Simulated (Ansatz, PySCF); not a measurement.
A calculation on rock-salt MgS returned lattice constant a 5.119 Å, bulk modulus 84.1 GPa, cohesive energy 4.34 eV/atom.

For reference: lattice constant a 5.188 Å (measured, corrected for zero-point motion; as tabulated in Goldzak et al. (2022), arXiv:2208.04865); bulk modulus 81 GPa (measured, corrected for zero-point motion; as tabulated in Goldzak et al. (2022), arXiv:2208.04865); cohesive energy 4.04 eV/atom (measured, corrected for zero-point motion; as tabulated in Goldzak et al. (2022), arXiv:2208.04865).

**Question.** Which level of theory produced these numbers?
(A) PBEsol-D3(BJ) (Ansatz, a program for electronic structure)
(B) r²SCAN (Ansatz)
(C) HSE06 (Ansatz)
(D) CCSD(T) (PySCF)

**Answer.** A, PBEsol-D3(BJ) (Ansatz)

The others give: r²SCAN 5.203 Å, 79.8 GPa, 4.01 eV/atom; HSE06 5.194 Å, 80.1 GPa, 3.78 eV/atom; CCSD(T) 5.205 Å, 81.1 GPa, 4.10 eV/atom.

Unless a cell is named, each level is at its own relaxed cell (CCSD(T) 17.63, HSE06 17.51, PBEsol-D3(BJ) 16.76, r²SCAN 17.61 Å³/atom).

Ansatz's density-functional and Hartree–Fock values are scalar-relativistic unless marked +SOC, with PAW data made under PBE.
